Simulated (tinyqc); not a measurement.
CCSD on RHF in the sto-6g basis, for H2O, spin multiplicity 1, step by step. One step of it, computed by the program tinyqc.

Problem. CCSD: starting amplitudes. t_ij^ab = <ij||ab> / (e_i + e_j - e_a - e_b), whose energy is MP2.

orbital energies (hartree): MO1 -20.504721, MO2 -1.255082, MO3 -0.605939, MO4 -0.448107, MO5 -0.393052, MO6 0.556303, MO7 0.696255

Two-electron integrals over orbitals (pq|rs), unique and non-zero (hartree):
```
(11|11) 4.762087    (21|11) -0.429990   (21|21) 0.062794    (22|11) 1.022080
(22|21) -0.014702   (22|22) 0.727414    (31|31) 0.011045    (32|31) 0.017339
(32|32) 0.140979    (33|11) 0.789721    (33|21) -0.004189   (33|22) 0.637316
(33|33) 0.623110    (41|11) 0.182304    (41|21) -0.023977   (41|22) 0.015060
(41|33) 0.005770    (41|41) 0.028309    (42|11) -0.138282   (42|21) 0.009374
(42|22) -0.004484   (42|33) 0.005715    (42|41) 0.018988    (42|42) 0.127296
(43|31) -0.003065   (43|32) 0.022715    (43|43) 0.048883    (44|11) 0.993378
(44|21) -0.012818   (44|22) 0.677534    (44|33) 0.591991    (44|41) -0.011063
(44|42) -0.103464   (44|44) 0.767926    (51|51) 0.026700    (52|51) 0.032571
(52|52) 0.146674    (53|53) 0.028112    (54|51) -0.012810   (54|52) -0.045400
(54|54) 0.053656    (55|11) 1.117086    (55|21) -0.011314   (55|22) 0.751141
(55|33) 0.621956    (55|41) 0.004497    (55|42) -0.071378   (55|44) 0.723056
(55|55) 0.880663    (61|11) -0.242784   (61|21) 0.037944    (61|22) -0.002270
(61|33) 0.000274    (61|41) -0.000903   (61|42) 0.020714    (61|44) -0.018146
(61|55) -0.005795   (61|61) 0.032607    (62|11) 0.309505    (62|21) -0.007578
(62|22) 0.141869    (62|33) 0.073046    (62|41) 0.018855    (62|42) 0.023584
(62|44) 0.085240    (62|55) 0.156244    (62|61) 0.006590    (62|62) 0.100603
(63|31) 0.002940    (63|32) -0.041557   (63|43) -0.031564   (63|63) 0.074319
(64|11) 0.225243    (64|21) -0.001797   (64|22) 0.102776    (64|33) 0.043546
(64|41) 0.002208    (64|42) -0.032907   (64|44) 0.123223    (64|55) 0.122519
(64|61) 0.000199    (64|62) 0.062320    (64|64) 0.073567    (65|51) 0.015283
(65|52) 0.057730    (65|54) 0.000223    (65|65) 0.037436    (66|11) 0.800073
(66|21) -0.007586   (66|22) 0.607467    (66|33) 0.565951    (66|41) 0.020584
(66|42) 0.056883    (66|44) 0.548055    (66|55) 0.584870    (66|61) 0.007978
(66|62) 0.095483    (66|64) 0.045505    (66|66) 0.594131    (71|31) 0.015510
(71|32) 0.022825    (71|43) -0.004477   (71|63) 0.003724    (71|71) 0.021827
(72|31) 0.014194    (72|32) 0.045174    (72|43) -0.032388   (72|63) 0.033813
(72|71) 0.018939    (72|72) 0.063706    (73|11) 0.366408    (73|21) -0.007078
(73|22) 0.147677    (73|33) 0.090664    (73|41) -0.000762   (73|42) -0.075429
(73|44) 0.158021    (73|55) 0.193688    (73|61) -0.006349   (73|62) 0.076025
(73|64) 0.082511    (73|66) 0.039346    (73|73) 0.153552    (74|31) -0.009102
(74|32) -0.075105   (74|43) -0.001351   (74|63) 0.047608    (74|71) -0.012525
(74|72) -0.017129   (74|74) 0.068204    (75|53) 0.023830    (75|75) 0.024740
(76|31) 0.009027    (76|32) 0.096983    (76|43) 0.051742    (76|63) -0.067871
(76|71) 0.011990    (76|72) -0.007119   (76|74) -0.058810   (76|76) 0.117564
(77|11) 0.866253    (77|21) -0.009051   (77|22) 0.621628    (77|33) 0.604000
(77|41) 0.003742    (77|42) -0.016178   (77|44) 0.603226    (77|55) 0.622573
(77|61) -0.004796   (77|62) 0.068742    (77|64) 0.043289    (77|66) 0.563068
(77|73) 0.095731    (77|77) 0.615315
```

Give: Starting amplitudes; correlation energy.

Solution.

Starting amplitudes (spin orbitals 1a, 1b, ...; amplitudes related by a flip of all spins are not repeated; the 24 largest):
```
from      to          t
3a 3b  7a 7b     -0.059
4a 4b  6a 6b     -0.037
3a 4b  6b 7a      0.036
3a 3b  6a 6b     -0.032
4a 4b  7a 7b     -0.030
2a 2b  6a 6b     -0.028
2a 3b  6a 7b     -0.024
2a 4b  6a 6b     -0.022
3a 4b  6a 7b     -0.021
5a 5b  6a 6b     -0.020
2a 2b  7a 7b     -0.016
3a 4a  6a 7a      0.015
2a 3a  6a 7a     -0.014
5a 5b  7a 7b     -0.011
2a 3b  6b 7a      0.011
2a 4b  7a 7b      0.006
1a 2b  7a 7b  -8.18e-04
1a 1b  6a 6b  -7.74e-04
1a 4b  7a 7b   5.61e-04
1a 1b  7a 7b  -5.15e-04
1a 3a  6a 7a   4.50e-04
1a 2b  6a 6b  -2.88e-04
1a 3b  6a 7b   2.84e-04
1a 3b  6b 7a   1.67e-04
```

correlation energy = -0.03857 hartree
